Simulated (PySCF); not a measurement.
**Ionisation energy of N by level of theory**

N [He] 2s2 2p3 (4S) → N⁺ [He] 2s2 2p2 (3P), as a difference of total energies. Computed with PySCF 2.14 in pcseg-2, with the non-relativistic Hamiltonian (point nucleus). Correlated levels: valence: 1s2 frozen. The calculations carry no spin-orbit coupling.

| method | ionisation energy (eV) |
| --- | --- |
| UHF | 13.896 |
| BP86 | 14.763 |
| MP2 (valence) | 14.556 |
| CCSD (valence) | 14.415 |
| CCSD(T) (valence) | 14.431 |

Task: Estimate what SCS-MP2 (valence) gives.

Result: 14.305 eV, closest to CCSD (valence) among the rows shown.

Task: Estimate what LDA gives.

Result: 15.007 eV, closest to BP86 among the rows shown.

Errors of the correlated levels include the incompleteness of this basis and the frozen core.

For comparison: 14.545 eV (measured; NIST levels, between the centres of gravity of the two terms).
